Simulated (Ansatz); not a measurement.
A run for Ansatz (a first-principles code): R-CCSD(T)/aug-cc-pVDZ on H2O (SMILES O) with ghost functions.

Ansatz 0.2 input:
```yaml
crystal:
  periodic: [false, false, false]
  atoms:
    - {symbol: O, position_ang: [1.85803137, 0.51852113, -0.25348871]}
    - {symbol: H, position_ang: [1.04051437, 0.02224913, -0.42664171]}
    - {symbol: H, position_ang: [2.43993337, 0.26002313, -0.96923471]}
basis:
  gaussian:
    orbitals: aug-cc-pVDZ
    ghost_atoms:
      - {symbol: N, position_ang: [-0.80436863, -0.69219687, -0.35724871]}
      - {symbol: H, position_ang: [-0.90005563, -1.66102787, -0.08139571]}
      - {symbol: H, position_ang: [-1.39350863, -0.57876187, -1.17200871]}
      - {symbol: C, position_ang: [-1.28781363, 0.17588313, 0.72312829]}
      - {symbol: H, position_ang: [-1.18366463, 1.21294913, 0.41527629]}
      - {symbol: H, position_ang: [-2.32564163, 0.00247913, 1.01425929]}
      - {symbol: H, position_ang: [-0.65592763, 0.03619813, 1.59636929]}
magnetization: {spin_polarized: false}
correlation: {method: ccsd_t, electrons: outside_noble_gas}
scf: {lower_state_search: off}
```

Output:

```
WARN ansatz: RAYON_NUM_THREADS=1 ignored (pool sized by the plan → 1); use --threads N
Functional definition: HF
these checks for a lower state are left out or cut short: stability, starts, cluster_reference, orbital_swaps, neighbouring_geometries, increment
integrals: 0.24 GiB planned
1058 factors; integrals over basis functions are off by at most 8.4e-4 eV
mean field: 0.21 GiB planned
mean field evaluation 1: about -2067.3093 eV, gradient 3.3e1 eV
mean field evaluation 2: about -2067.3088 eV, gradient 3.3e1 eV
mean field evaluation 4: about -2069.1734 eV, gradient 1.5e0 eV
mean field evaluation 8: about -2069.1812 eV, gradient 6.1e-4 eV
mean field -2069.18116847 eV, -76.0410054001 hartree, gradient 2.1e-6 eV, S^2 0.000000; 0 other end points of the search recorded, 0 dependent functions left out
1 core orbitals not correlated
reference -2069.18116847 eV, -76.0410054001 hartree; 4, 4 occupied and 127, 127 virtual orbitals, 1058 factors
second order -6.00276243 eV of doubles, -0.00000000 eV of singles
coupled cluster: 0.71 GiB planned
cycle   1  -6.05670196 eV  change   -5.4e-2 eV  update   5.2e-2
cycle   2  -6.17812979 eV  change   -1.2e-1 eV  update   1.4e-2
cycle   3  -6.21439893 eV  change   -3.6e-2 eV  update   7.1e-3
cycle   4  -6.21213901 eV  change    2.3e-3 eV  update   1.3e-3
cycle   5  -6.21173332 eV  change    4.1e-4 eV  update   4.8e-4
cycle   6  -6.21187837 eV  change   -1.5e-4 eV  update   1.4e-4
cycle   7  -6.21185158 eV  change    2.7e-5 eV  update   4.7e-5
cycle   8  -6.21183072 eV  change    2.1e-5 eV  update   1.6e-5
cycle   9  -6.21182760 eV  change    3.1e-6 eV  update   5.2e-6
perturbative correction -0.14565363 eV, -0.0053526720 hartree
Total energy: -2075.53864970 eV, -76.2746385260 hartree
Checks for a lower state left out: stability, starts, cluster_reference, orbital_swaps, neighbouring_geometries, increment
```

The calculation finished and met its thresholds.

Cost: very roughly 6 core-seconds.
